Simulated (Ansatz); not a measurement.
Two shapes of singlet SiC2.

Shape 1:

```xyz
3

C     0.0416    0.5788   -0.6632
Si   -0.0339   -1.1198   -0.0083
C    -0.0489    0.5701    0.6422
```

Shape 2:

```xyz
3

C     0.0000    0.6240   -0.6863
Si    0.0000   -1.2480    0.0000
C     0.0000    0.6240    0.6863
```

Basis set: def2-SVP (spherical functions). Correlated methods keep 7 orbitals frozen. Charge 0, multiplicity 1.

Computed with Ansatz (development build ahead of 0.2.0); each method stands on the lowest determinant of its kind that the runs found.

(1) Which shape is lower in energy, and by how much in each method?

Results:

(1)

```json
{"method": "RHF", "E(2) − E(1) (eV)": "0.588"}
{"method": "UHF", "E(2) − E(1) (eV)": "0.567"}
{"method": "RHF-MP2", "E(2) − E(1) (eV)": "0.474"}
{"method": "UHF-MP2", "E(2) − E(1) (eV)": "0.496"}
{"method": "RHF-CCSD(T)", "E(2) − E(1) (eV)": "0.416"}
```

Shape 1 is lower. Caution for UHF, UHF-MP2: the unrestricted determinant is spin contaminated. Caution for UHF-MP2: a plain start can end on a higher determinant.
